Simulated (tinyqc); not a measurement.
Stretching all distances: RHF, UHF, MP2, CISD and CCSD against full CI in the sto-3g basis, for BH, spin multiplicity 1. Computed by the program tinyqc with PySCF. 

Geometry (angstrom):
```
atom       x       y       z
B     0.0000  0.0000  0.0000
H     0.0000  0.0000  1.1980
```

All coordinates are multiplied by the scale. c0^2 is the weight of the RHF determinant in the lowest singlet FCI state (UHF is spin-contaminated and may lie near states of higher spin) and n(LUMO) the first natural occupation beyond the occupied space.

Full CI energy (hartree) and errors against it (kcal/mol):
```
scale   distance 1-2 (angstrom)      E(FCI)       RHF      UHF      MP2     CISD     CCSD  <S^2> UHF    c0^2  n(LUMO)
0.9300                   1.1141  -24.800773   33.7348  25.4361  16.5889   0.9520   0.1087     0.5626  0.9163   0.0760
1.1200                   1.3418  -24.806647   38.4466  32.8136  18.3972   1.3582   0.0975     0.4812  0.9133   0.0703
1.3200                   1.5814  -24.779528   46.2176  42.5099  21.8314   2.1131   0.1012     0.4050  0.8992   0.0698
1.5100                   1.8090  -24.745625   56.4530  51.8308  26.6548   3.2246   0.1005     0.5276  0.8713   0.1321
1.7000                   2.0366  -24.714463   69.4541  48.1823  32.9255   4.7852   0.0885     0.7161  0.8248   0.2282
1.9000                   2.2762  -24.689615   85.6266  39.8405  40.5145   6.8573   0.0633     0.8425  0.7564   0.3628
2.0900                   2.5038  -24.674283  102.2196  33.5319  47.4566   8.9814   0.0330     0.9241  0.6821   0.5044
2.2900                   2.7434  -24.664973  119.3882  29.4068  52.8513  11.0316   0.0049     0.9656  0.6088   0.6429
2.4800                   2.9710  -24.660291  134.1950  27.2767  54.9859  12.6066  -0.0110     0.9843  0.5522   0.7503
```

UHF lies below RHF over the whole range. The weight c0^2 goes from 0.92 to 0.55 and n(LUMO) from 0.08 to 0.75: static correlation grows as the bonds break into open-shell fragments. The spread of the error along the curve, which distorts its shape, is CCSD 0.1, CISD 11.7, UHF 26.4, MP2 38.4, RHF 100.5 kcal/mol.
